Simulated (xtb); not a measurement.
**GFN1-xTB run of AlHSCl (SMILES [SH][Al][Cl])**

What is the vertical doublet–quartet gap of AlHSCl at GFN1-xTB? 

The results are computed with xtb 6.7.1.

7 further runs of the same task are left out: 7 set aside as unsound or not needed.

## Step 1: Starting point

AlHSCl: 4 atoms, total charge 0, spin state doublet. SMILES: `[SH][Al][Cl]`. Geometry: relaxed at PBE0-D4/def2-TZVP.

Bond lengths: S1–Al2 2.193 Å, Al2–Cl3 2.107 Å, S1–H4 1.345 Å. Angles: S1–Al2–Cl3 115.5°, Al2–S1–H4 92.8°.

## Step 2: Energy and gradient at GFN1-xTB

Contents of .CHRG:

```
0
```

Contents of .UHF:

```
1
```

Contents of coord:

```
$coord angs
     0.4398000     0.9849000    -0.7447000  S
    -0.3941000    -0.5259000     0.6091000  Al
     0.2262000    -2.5074000     0.2510000  Cl
    -0.2164000     1.9881000    -0.1356000  H
$end
```

Run with:

```console
$ xtb coord --grad --gfn 1 > coord.out
```

What it wrote (excerpt; [...] marks lines left out):

```text
* xtb version 6.7.1
[...]
          :  # basis functions                  32          :
[...]
          :  # electrons                        17          :
[...]
          :  Hamiltonian                  GFN1-xTB          :
[...]
          :  net charge                          0          :
          :  unpaired electrons                  1          :
[...]
   *** convergence criteria satisfied after 9 iterations ***
[...]
         ::                     SUMMARY                     ::
         :::::::::::::::::::::::::::::::::::::::::::::::::::::
         :: total energy              -9.865162512428 Eh    ::
         :: gradient norm              0.026872575120 Eh/a0 ::
         :: HOMO-LUMO gap              5.458445279683 eV    ::
         ::.................................................::
         :: SCC energy                -9.888754855236 Eh    ::
         :: -> electrostatic           0.006566845210 Eh    ::
         :: repulsion energy           0.024985609044 Eh    ::
         :: dispersion energy         -0.001393266235 Eh    ::
         :: halogen bond corr.         0.000000000000 Eh    ::
         :: add. restraining           0.000000000000 Eh    ::
         :: total charge              -0.000000000000 e     ::
         :::::::::::::::::::::::::::::::::::::::::::::::::::::
[...]
         9        1.0000           -0.3615001              -9.8369 (HOMO)
        10                         -0.1609059              -4.3785 (LUMO)
[...]
     #   Z sym  total        # sym  WBO       # sym  WBO       # sym  WBO
 ---------------------------------------------------------------------------
     1  16 S    2.276 --     2 Al   1.256     4 H    0.922
     2  13 Al   2.562 --     1 S    1.256     3 Cl   1.246
     3  17 Cl   1.350 --     2 Al   1.246
     4   1 H    0.988 --     1 S    0.922
 ---------------------------------------------------------------------------
[...]
          | TOTAL ENERGY               -9.865162512428 Eh   |
          | GRADIENT NORM               0.026872575120 Eh/α |
          | HOMO-LUMO GAP               5.458445279683 eV   |
           -------------------------------------------------
[...]
```

Standard error:

```text
normal termination of xtb
```

Wall time 0.039 s (1 thread of Intel Xeon Platinum 8259CL at 2.50GHz (Skylake/Cascade Lake), shared host).

## Step 3: The quartet, same level

.CHRG is that of step 2.

Contents of .UHF:

```
3
```

coord is that of step 2.

Run with:

```console
$ xtb coord --gfn 1 --grad --json > coord.out 2> xtb.err
```

What it wrote (excerpt; [...] marks lines left out):

```text
* xtb version 6.7.1
[...]
          :  # basis functions                  32          :
[...]
          :  # electrons                        17          :
[...]
          :  Hamiltonian                  GFN1-xTB          :
[...]
          :  net charge                          0          :
          :  unpaired electrons                  3          :
[...]
   *** convergence criteria satisfied after 17 iterations ***
[...]
         ::                     SUMMARY                     ::
         :::::::::::::::::::::::::::::::::::::::::::::::::::::
         :: total energy              -9.576966318241 Eh    ::
         :: gradient norm              0.112915477155 Eh/a0 ::
         :: HOMO-LUMO gap              0.532313636913 eV    ::
         ::.................................................::
         :: SCC energy                -9.600558661049 Eh    ::
         :: -> electrostatic           0.003855855860 Eh    ::
         :: repulsion energy           0.024985609044 Eh    ::
         :: dispersion energy         -0.001393266235 Eh    ::
         :: halogen bond corr.         0.000000000000 Eh    ::
         :: add. restraining           0.000000000000 Eh    ::
         :: total charge               0.000000000000 e     ::
         :::::::::::::::::::::::::::::::::::::::::::::::::::::
[...]
        10        1.0000           -0.1497104              -4.0738 (HOMO)
        11        0.0000           -0.1301483              -3.5415 (LUMO)
[...]
     #   Z sym  total        # sym  WBO       # sym  WBO       # sym  WBO
 ---------------------------------------------------------------------------
     1  16 S    2.218 --     2 Al   1.160     4 H    0.941     3 Cl   0.118
     2  13 Al   2.511 --     3 Cl   1.240     1 S    1.160     4 H    0.111
     3  17 Cl   1.363 --     2 Al   1.240     1 S    0.118
     4   1 H    1.057 --     1 S    0.941     2 Al   0.111
 ---------------------------------------------------------------------------
[...]
          | TOTAL ENERGY               -9.576966318241 Eh   |
          | GRADIENT NORM               0.112915477155 Eh/α |
          | HOMO-LUMO GAP               0.532313636913 eV   |
           -------------------------------------------------
[...]
```

Standard error:

```text
normal termination of xtb
```

It took 0.039 s on 1 thread of Intel Xeon Platinum 8259CL at 2.50GHz (Skylake/Cascade Lake), shared host.

## Step 4: Outcome

Level: GFN1-xTB.

```
                                        quantity         value
                           doublet: total energy   -9.86516 Eh
                          doublet: dipole moment        4.71 D
            doublet: HOMO energy (partly filled)      -9.84 eV
                            doublet: LUMO energy      -4.38 eV
                      doublet: dispersion energy  -3.66 kJ/mol
               doublet: largest force on an atom    0.847 eV/Å
                           quartet: total energy   -9.57697 Eh
                          quartet: dipole moment        3.77 D
            quartet: HOMO energy (partly filled)      -4.07 eV
                            quartet: LUMO energy      -3.54 eV
                      quartet: dispersion energy  -3.66 kJ/mol
               quartet: largest force on an atom    4.159 eV/Å
vertical energy of the quartet above the doublet      7.842 eV
```

The method runs without spin polarisation, so open shells lack the exchange term that lowers high spin: such gaps come out too high and can have the wrong sign. The largest force (doublet) is 0.85 eV/Å: the shape isn't a stationary point for this species at this level. At this shape the quartet lies 7.84 eV (757 kJ/mol) above the doublet. Mulliken charges (doublet) run from -0.20 on Cl3 to +0.24 on Al2.
